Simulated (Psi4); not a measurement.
**One shape, several levels: triplet AlCl**

Wanted: a comparison of 3 runs (U-revPBE/aug-cc-pVTZ, UPBE/aug-cc-pVTZ, UCCSD(T)/aug-cc-pVTZ) of triplet AlCl. 

Program for the calculation: Psi4 1.11.

## 1. The structure to begin with

AlCl: 2 atoms, total charge 0, spin state triplet. SMILES of the parent species: `[Al][Cl]`. The bond length is the one measured for the parent species. That shape belongs to the parent species and isn't relaxed for this state.

Bond lengths: Al1–Cl2 2.130 Å.

## 2. Energy and forces at U-revPBE/aug-cc-pVTZ (run 1)

Input file calc.in:

```
memory 1.6 GB

molecule molecule1 {
  0 3
  Al     0.000000     0.000000     0.000000
  Cl     0.000000     0.000000     2.130113
  units angstrom
  symmetry c1
  no_reorient
  no_com
}

set globals {
  basis                aug-cc-pVTZ
  reference            uks
  puream               true
  e_convergence        1e-09
  d_convergence        1e-08
  scf_type             pk
  dft_radial_points    99
  dft_spherical_points 590
  maxiter              100
}

result, w = gradient("revpbe", return_wfn=True)
oeprop(w, "MAYER_INDICES", "DIPOLE", "WIBERG_LOWDIN_INDICES")
```

Launch:

```sh
$ psi4 -i calc.in -o calc.out -n 1
```

calc.out:

```text
[...]
  Running in c1 symmetry.
[...]
  Nuclear repulsion =   54.902328448335837
[...]
  Multiplicity = 3
[...]
  Nalpha       = 16
  Nbeta        = 14
[...]
    Number of basis functions: 100
[...]
   @UKS iter   1:  -702.40710085308467   -1.44524e-01   3.69957e-03 DIIS/ADIIS
[...]
   @UKS iter  11:  -702.47288953516022   -2.50111e-12   9.07780e-10 DIIS
[...]
   @S^2 Observed:                2.001829599E+00
[...]
    Orbital Energies [Eh]
    ---------------------
    Alpha Occupied:
       1A   -100.718622     2A    -55.480279     3A     -9.190085
       4A     -7.007294     5A     -7.001387     6A     -7.000176
       7A     -4.002518     8A     -2.603937     9A     -2.599517
      10A     -2.597569    11A     -0.748256    12A     -0.388267
      13A     -0.304095    14A     -0.301736    15A     -0.268263
      16A     -0.124848
    Alpha Virtual:
      17A     -0.116128    18A     -0.038554    19A     -0.012907
      20A      0.005147    21A      0.008654    22A      0.021521
      23A      0.028411    24A      0.031556    25A      0.043467
[...]
  @UKS Final Energy:  -702.47288953516022
   => Energetics <=
    Nuclear Repulsion Energy =             54.9023284483358367
    One-Electron Energy =               -1081.2723212733751552
    Two-Electron Energy =                 370.6128793605402052
    DFT Exchange-Correlation Energy =     -46.7157760706609793
    Empirical Dispersion Energy =           0.0000000000000000
    VV10 Nonlocal Energy =                  0.0000000000000000
    Total Energy =                       -702.4728895351602205
[...]
  -Total Gradient:
     Atom            X                  Y                   Z
    ------   -----------------  -----------------  -----------------
       1       -0.000000000000     0.000000000000     0.003428390836
       2       -0.000000000000    -0.000000000000    -0.003432666618
[...]
 Multipole Moments:
 ------------------------------------------------------------------------------------
     Multipole            Electronic (a.u.)      Nuclear  (a.u.)        Total (a.u.)
 ------------------------------------------------------------------------------------
 L = 1.  Multiply by 2.5417464519 to convert [e a0] to [Debye]
 Dipole X            :         -0.0000000            0.0000000           -0.0000000
 Dipole Y            :         -0.0000000            0.0000000           -0.0000000
 Dipole Z            :        -69.0138399           68.4306132           -0.5832267
 Magnitude           :                                                    0.5832267
[...]
```

Wall time 54 s (1 thread of AMD EPYC 7R43 (Zen 3), shared host); peak memory 0.9 GiB.

## 3. Energy and forces at UPBE/aug-cc-pVTZ (run 2)

Input file input.json:

```json
{
  "schema_name": "qcschema_input",
  "schema_version": 1,
  "molecule": {
    "schema_name": "qcschema_molecule",
    "schema_version": 2,
    "symbols": ["Al", "Cl"],
    "geometry": [0.0, 0.0, 0.0, 0.0, 0.0, 4.02533018],
    "molecular_charge": 0,
    "molecular_multiplicity": 3,
    "fix_symmetry": "c1"
  },
  "driver": "gradient",
  "model": {
    "method": "pbe",
    "basis": "aug-cc-pVTZ"
  },
  "keywords": {
    "reference": "uks",
    "puream": true,
    "e_convergence": 1e-09,
    "d_convergence": 1e-08,
    "scf_type": "pk",
    "dft_radial_points": 99,
    "dft_spherical_points": 590,
    "maxiter": 100,
    "scf_properties": ["QUADRUPOLE", "WIBERG_LOWDIN_INDICES", "MAYER_INDICES"]
  }
}
```

Launch:

```sh
$ psi4 --qcschema input.json -n 1 --memory 1600MB
```

stdout:

```text
[...]
  Running in c1 symmetry.
[...]
  Nuclear repulsion =   54.902328533953948
[...]
  Multiplicity = 3
[...]
  Nalpha       = 16
  Nbeta        = 14
[...]
    Number of basis functions: 100
[...]
   @UKS iter   1:  -702.21525795422065   -1.41219e-01   3.73094e-03 ADIIS/DIIS
[...]
   @UKS iter  10:  -702.28257455886705   -1.72804e-11   9.09121e-09 DIIS
[...]
   @S^2 Observed:                2.001636890E+00
[...]
    Orbital Energies [Eh]
    ---------------------
    Alpha Occupied:
       1A   -100.704401     2A    -55.468490     3A     -9.187865
       4A     -7.010848     5A     -7.004849     6A     -7.003630
       7A     -3.999301     8A     -2.605769     9A     -2.601567
      10A     -2.599557    11A     -0.749963    12A     -0.390466
      13A     -0.306201    14A     -0.303741    15A     -0.269279
      16A     -0.124884
    Alpha Virtual:
      17A     -0.117854    18A     -0.039998    19A     -0.011719
      20A      0.007931    21A      0.011541    22A      0.023984
      23A      0.028201    24A      0.031530    25A      0.045528
[...]
  @UKS Final Energy:  -702.28257455886705
   => Energetics <=
    Nuclear Repulsion Energy =             54.9023285339539484
    One-Electron Energy =               -1081.2485527136141172
    Two-Electron Energy =                 370.5808897084769455
    DFT Exchange-Correlation Energy =     -46.5172400876838168
    Empirical Dispersion Energy =           0.0000000000000000
    VV10 Nonlocal Energy =                  0.0000000000000000
    Total Energy =                       -702.2825745588670543
[...]
 Multipole Moments:
 ------------------------------------------------------------------------------------
     Multipole            Electronic (a.u.)      Nuclear  (a.u.)        Total (a.u.)
 ------------------------------------------------------------------------------------
 L = 1.  Multiply by 2.5417464519 to convert [e a0] to [Debye]
 Dipole X            :         -0.0000000            0.0000000           -0.0000000
 Dipole Y            :         -0.0000000            0.0000000           -0.0000000
 Dipole Z            :         -0.8487480            0.2658241           -0.5829239
 Magnitude           :                                                    0.5829239
 L = 2.  Multiply by 1.3450342976 to convert [e a0^2] to [Debye ang]
 Quadrupole XX       :        -22.3202933            0.0000000          -22.3202933
 Quadrupole XY       :          0.3650097            0.0000000            0.3650097
[...]
  -Total Gradient:
     Atom            X                  Y                   Z
    ------   -----------------  -----------------  -----------------
       1        0.000000000000    -0.000000000000     0.001188006157
       2       -0.000000000000     0.000000000000    -0.001190559856
[...]
```

The result, in JSON:

```text
{
 "driver": "gradient",
 "model": {
  "method": "pbe",
  "basis": "aug-cc-pVTZ"
 },
 "success": true,
 "return_result": [3.926861574934332e-14, -2.3957408346311723e-14, 0.0011880061570804512, -2.789673919995587e-13, 1.7873358654626675e-13, -0.001190559856424328],
 "properties": {
  "calcinfo_nbasis": 100,
  "calcinfo_nmo": 100,
  "calcinfo_nalpha": 16,
  "calcinfo_nbeta": 14,
  "calcinfo_natom": 2,
  "nuclear_repulsion_energy": 54.90232853395395,
  "return_energy": -702.282574558867,
  "return_gradient": [3.926861574934332e-14, -2.3957408346311723e-14, 0.0011880061570804512, -2.789673919995587e-13, 1.7873358654626675e-13, -0.001190559856424328],
  "scf_one_electron_energy": -1081.2485527136141,
  "scf_two_electron_energy": 370.58088970847695,
  "scf_xc_energy": -46.51724008768382,
  "scf_dipole_moment": [-3.3359850918410926e-15, -4.903880620877436e-15, -0.5829239263401571],
  "scf_total_energy": -702.282574558867,
  "scf_total_gradient": [3.926861574934332e-14, -2.3957408346311723e-14, 0.0011880061570804512, -2.789673919995587e-13, 1.7873358654626675e-13, -0.001190559856424328],
  "scf_iterations": 10
 }
}
```

Run time: 58 s. Hardware: 1 thread of AMD EPYC 7R43 (Zen 3), shared host; peak memory 0.9 GiB.

## 4. The energy at UCCSD(T)/aug-cc-pVTZ (run 3)

Input file alcl.xyz:

```xyz
2
AlCl
Al     0.000000     0.000000     0.000000
Cl     0.000000     0.000000     2.130113
```

Input file run.py:

```python
import psi4

psi4.set_memory('1600 MB')
psi4.set_num_threads(1)
psi4.core.set_output_file('alcl.out', False)

with open('alcl.xyz') as f:
    atoms = ''.join(f.readlines()[2:])
geom = psi4.geometry('0 3\n' + atoms + 'symmetry c1')

psi4.set_options({
    'basis': 'aug-cc-pVTZ',
    'reference': 'uhf',
    'puream': True,
    'e_convergence': 1e-09,
    'd_convergence': 1e-08,
    'scf_type': 'pk',
    'num_frozen_docc': 10,
    'maxiter': 100,
})

e = psi4.energy("ccsd(t)")
print(f'total energy {e:.8f} hartree = {e * 27.211386:.5f} eV')
```

Launch:

```sh
$ python run.py
```

alcl.out:

```text
[...]
  Running in c1 symmetry.
[...]
  Nuclear repulsion =   54.902328448335837
[...]
  Multiplicity = 3
[...]
  Nalpha       = 16
  Nbeta        = 14
[...]
    Number of basis functions: 100
[...]
   @UHF iter   1:  -701.39820732558530   -4.67920e-01   2.05006e-03 ADIIS/DIIS
[...]
   @UHF iter  12:  -701.43389639849761   -2.35332e-11   8.08453e-09 DIIS
[...]
   @S^2 Observed:                2.002804972E+00
[...]
    Orbital Energies [Eh]
    ---------------------
    Alpha Occupied:
       1A   -104.824265     2A    -58.555056     3A    -10.549780
       4A     -8.018028     5A     -8.015550     6A     -8.014583
       7A     -4.966957     8A     -3.283130     9A     -3.276883
      10A     -3.275458    11A     -1.081161    12A     -0.576316
      13A     -0.477856    14A     -0.467974    15A     -0.423334
      16A     -0.247313
    Alpha Virtual:
      17A     -0.002356    18A      0.029217    19A      0.040444
      20A      0.042748    21A      0.046794    22A      0.084494
      23A      0.096599    24A      0.096662    25A      0.112214
[...]
  @UHF Final Energy:  -701.43389639849761
   => Energetics <=
    Nuclear Repulsion Energy =             54.9023284483358367
    One-Electron Energy =               -1081.4131923749009729
    Two-Electron Energy =                 325.0769675280676552
    Total Energy =                       -701.4338963984976090
  UHF NO Occupations:
  HONO-2 :   14  A 1.9991749
  HONO-1 :   15  A 1.0000000
[...]
 Multipole Moments:
 ------------------------------------------------------------------------------------
     Multipole            Electronic (a.u.)      Nuclear  (a.u.)        Total (a.u.)
 ------------------------------------------------------------------------------------
 L = 1.  Multiply by 2.5417464519 to convert [e a0] to [Debye]
 Dipole X            :         -0.0000000            0.0000000           -0.0000000
 Dipole Y            :          0.0000000            0.0000000            0.0000000
 Dipole Z            :         -1.0605421            0.2658241           -0.7947180
 Magnitude           :                                                    0.7947180
[...]
      * MP2 total energy                      = -701.654978508152681
[...]
      * CCSD total energy                     = -701.674672882875711
[...]
      * CCSD(T) total energy                     = -701.685592003987495
```

Standard output:

```text
total energy -701.68559200 hartree = -19093.83749 eV
```

Run time: 1.9 min. Hardware: 1 thread of AMD EPYC 7R43 (Zen 3), shared host; peak memory 1 GiB.

## 5. Overview of the runs

```
run                 level      task  frozen core orbitals  energy (Eh)  dipole moment (D)  HOMO energy (eV)   ⟨S²⟩  wall time
  1  U-revPBE/aug-cc-pVTZ  gradient                     0  -702.472890               1.48             -3.40  2.002       54 s
  2      UPBE/aug-cc-pVTZ  gradient                     0  -702.282575               1.48             -3.40  2.002       58 s
  3  UCCSD(T)/aug-cc-pVTZ    energy                    10  -701.685592                  –             -6.73  2.003    1.9 min
```

## 6. Results

| quantity | value |
| --- | --- |
| run 3: total energy | -701.68559 Eh |
| run 3: HOMO energy (Hartree–Fock orbitals) (highest over α and β) | -6.73 eV |
| run 3: LUMO energy (Hartree–Fock orbitals) (lowest over α and β) | -0.88 eV |
| run 3: correlation energy (10 core orbitals frozen) | -251.7 mEh |
| run 3: (T) correction | -10.92 mEh |
| run 3: ⟨S²⟩ of the reference determinant | 2.003 |
| run 3: T1 diagnostic | 0.022 |

What this shows: Totals of different functionals can't be ranked against each other. All runs together took 3.8 min, the longest 1.9 min.
